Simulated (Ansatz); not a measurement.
Basis-set extrapolation for `[CH3][Al][NH2]` radical (PBE0-D4/def2-TZVP geometry, frozen core, Ansatz 0.2.0). Multiplicity 2, UHF reference.

|  | def2-TZVPP | def2-QZVPP |
| --- | --- | --- |
| HF | -337.206339 | -337.218532 |
| MP2 correlation | -0.456943 | -0.488497 |
| CCSD(T) correlation | -0.503549 | not run |

Energies in hartree. Use E(X) = E(∞) + A·exp(−7.88·√X) for Hartree–Fock and E(X) = E(∞) + B·X^(−2.97) for correlation, with X = 3 and 4, and add CCSD(T) minus MP2 of the smaller set to the MP2 limit.

Q: What is the CCSD(T) energy at the basis-set limit?

A: HF limit: -337.218532 + (-0.012193) × 0.13774 = -337.22021. MP2 limit: -0.488497 + (-0.031554) × 0.74074 = -0.51187. Higher-order term: -0.503549 − (-0.456943) = -0.04661. Total: -337.77869 hartree, 1.87 eV below CCSD(T)/def2-TZVPP.
